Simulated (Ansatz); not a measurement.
The same path of CH$_{5}$AlO (8 atoms, charge 0, multiplicity 1) was run 3 times with different band settings. Lost on the way: Al2–H7. Made: O3–H7.

These are results of Ansatz, RHF/def2-SVPD, not measurements.

Relaxed end points:

```xyz
8
Properties=species:S:1:pos:R:3
C -0.778 0.991 -0.076
Al 0.578 -0.408 -0.264
O 0.592 -1.674 0.882
H -0.315 1.951 0.178
H -1.502 0.758 0.708
H -1.328 1.150 -1.008
H 1.668 -0.418 -1.411
H 1.177 -2.407 0.936
```

```xyz
8
Properties=species:S:1:pos:R:3
C -0.829 0.911 -0.088
Al 0.174 0.004 -1.594
O 1.126 -1.226 0.061
H -0.149 1.417 0.612
H -1.428 0.201 0.500
H -1.522 1.675 -0.459
H 1.776 -1.898 -0.074
H 0.943 -1.141 0.986
```

Common settings: movable images 5; climbing image yes; spring 5.0 eV/Å²; start path through a guess of the saddle point; force threshold 0.05 eV/Å; end points relaxed.

| run | optimiser | iteration limit | largest step |
| --- | --- | --- | --- |
| 1 | quadratic models (default) | 60 | default |
| 2 | fire | 60 | 0.02 Å |
| 3 | quadratic models (default) | 3 | default |

Q: What does each run give, and how far can it be trusted?

A: Run 1: converged after 24 iterations, highest image 4.012 eV above the first end. Neighbouring images differ by up to 3.3 eV, so the band resolves the path poorly. A vibrational analysis at the climbing image gives one clearly imaginary mode, 2032i cm⁻¹: a first-order saddle point.
Run 2: not converged after 60 iterations, highest image 4.020 eV above the first end. The band didn't meet its force threshold, so its energies are provisional: the largest band force was still 0.44 eV/Å, and over the last iterations the top stayed at 4.02 eV.
Run 3: not converged after 3 iterations, highest image 3.911 eV above the first end. The band didn't meet its force threshold, so its energies are provisional: the largest band force was still 2.22 eV/Å, and over the last iterations the top moved between 3.91 and 6.33 eV.
The orbitals stay closed-shell, which can raise the energy where a bond breaks towards radicals; this wasn't checked here.
